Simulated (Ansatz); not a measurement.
2H WSe2, treated with PBE-D3(BJ) (Ansatz, a quantum-chemistry and plane-wave program, PAW).

Rigid layers of the crystal as relaxed at this level are moved apart or together:

```csv
run,k mesh,layer repeat (Å),energy against free layers (meV/Å²),gap on the mesh (eV)
1,12×12×4,6.18,-35.00,0.716
2,12×12×4,6.33,-36.85,0.843
3,12×12×4,6.48,-36.76,0.964
4,12×12×4,6.68,-34.88,1.114
5,12×12×4,6.98,-30.41,1.276
6,12×12×4,7.48,-22.50,1.400
7,12×12×2,8.48,-11.58,1.548
8,12×12×2,10.48,-3.60,1.637
```

The lowest energy of these points lies at a layer repeat of 6.33 Å.

Spin–orbit coupling is not included.
